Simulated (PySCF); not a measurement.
H7NSi2.
SMILES: `[SiH3]N[SiH3]`

Jobs on this species (10 atoms, 42 electrons) with PySCF (density fitting). Hardware of each: one thread, Arm Neoverse N1 (aarch64), no GPU (shared host). Other jobs ran on the host; a repeat could differ by tens of per cent or more. Peak memory is the resident size of the whole Python process, interpreter and libraries included.

Question: Rank these jobs by wall time, shortest first.
A. delta-SCF UKS SCAN, pcX-2 on the ionised atom, pcseg-1 elsewhere, spin-free X2C; ΔSCF core ionisation, 3 holes; 127 basis functions
B. PBE0/pcSseg-1; shieldings, charges and field gradients; 100 basis functions
C. PBE0-D3(BJ)/def2-SVP, grid level 1; geometry optimisation from a GFN2-xTB start shaken at random; 85 basis functions

Answer: B (8.8 s), A (21 s), C (35 s).

All jobs:

```
                                                             level and settings                                                                           work  basis functions  SCF cycles  wall time  peak memory
                                                                  PBE0/pcSseg-1                                        shieldings, charges and field gradients              100          10      8.8 s     0.45 GiB
delta-SCF UKS SCAN, pcX-2 on the ionised atom, pcseg-1 elsewhere, spin-free X2C                                                  ΔSCF core ionisation, 3 holes              127          37       21 s     0.47 GiB
                                                              wB97X-D/def2-SVPD  10 singlets by full TDDFT, 4 Tamm–Dancoff triplets, polarisability, ΔSCF ions              124          12       25 s     0.54 GiB
                                                                   KT3/pcSseg-2                                                                     shieldings              220          13       33 s     0.68 GiB
                                             PBE0-D3(BJ)/def2-SVP, grid level 1                   geometry optimisation from a GFN2-xTB start shaken at random               85          64       35 s     0.35 GiB
```

What do all jobs in the table cost together?

About 2.0 min; the longest takes about 29 % of that, and about 4 times as long as the shortest.
